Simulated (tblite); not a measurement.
Isomers of [C5H11N]+ (charge +1 and doublet state). Computed values, GFN2-xTB/tblite, gas phase, harmonic and unscaled. Errors from tens to a few hundred cm⁻¹ against measured bands are possible. One conformer each. Open shells enter through the occupations alone, without spin polarisation, and single modes of such species can be off by tens of per cent.

Electronic energies: GFN2-xTB at the same geometries; isomer energies are rough at this level and their order can be wrong.

| SMILES | electronic energy, lowest = 0 (kJ/mol) |
| --- | --- |
| C=C[N+](C)CC | 0.0 |
| CC[C@@H]1CC[NH+]1 | 36.1 |
| C=C[C@@H](C)[NH+]C | 81.8 |

Q: How do GFN2-xTB zero-point energies change the relative energies?

A: 
```json
{"SMILES": "C=C[N+](C)CC", "ZPE (kJ/mol)": "391.6", "of it from modes above 1550 cm⁻¹": "200.4", "electronic (kJ/mol)": "0.0", "with ZPE, lowest = 0 (kJ/mol)": "0.0", "lowest mode (cm⁻¹)": "61", "rings": "0"}
{"SMILES": "CC[C@@H]1CC[NH+]1", "ZPE (kJ/mol)": "392.7", "of it from modes above 1550 cm⁻¹": "198.7", "electronic (kJ/mol)": "36.1", "with ZPE, lowest = 0 (kJ/mol)": "37.2", "lowest mode (cm⁻¹)": "101", "rings": "1"}
{"SMILES": "C=C[C@@H](C)[NH+]C", "ZPE (kJ/mol)": "385.1", "of it from modes above 1550 cm⁻¹": "209.7", "electronic (kJ/mol)": "81.8", "with ZPE, lowest = 0 (kJ/mol)": "75.3", "lowest mode (cm⁻¹)": "58", "rings": "0"}
```

The zero-point energies span 7.6 kJ/mol, from `C=C[C@@H](C)[NH+]C` to `CC[C@@H]1CC[NH+]1`. The order is unchanged.

Q: What do entropy and thermal enthalpy add at 298.15 K and 1 bar (rigid rotor, harmonic oscillator, one conformer each)?

A: 
```tsv
SMILES	point group	symmetry number	S (J/(mol K))	H − H(0) (kJ/mol)	ZPE + H − H(0) − TS (kJ/mol)
C=C[N+](C)CC	C1	1	365.2	23.37	306.1
CC[C@@H]1CC[NH+]1	C1	1	346.6	21.21	310.5
C=C[C@@H](C)[NH+]C	C1	1	375.2	24.55	297.8
```

S holds R ln(2S + 1) for the spin.
